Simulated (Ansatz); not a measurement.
Two shapes of singlet NO2(-).

Shape 1:

```xyz
3

N     0.0191    0.0224   -0.4971
O    -0.0070    1.1057    0.2215
O    -0.0130   -1.0765    0.1540
```

Shape 2:

```xyz
3

N    -0.0014   -0.0099   -0.4572
O    -0.0056    1.0674    0.2053
O    -0.0078   -1.0556    0.1971
```

Basis set: STO-3G (spherical functions). Correlated methods keep 3 orbitals frozen. Charge -1, multiplicity 1.

Computed with Ansatz (development build ahead of 0.2.0); each method stands on the lowest determinant of its kind that the runs found.

Question: Which shape is lower in energy, and by how much in each method?

Answer:

```json
{"method": "RHF", "E(2) − E(1) (eV)": "0.194"}
{"method": "RHF-MP2", "E(2) − E(1) (eV)": "0.497"}
```

Shape 1 is lower. Caution: no diffuse functions for an anion.
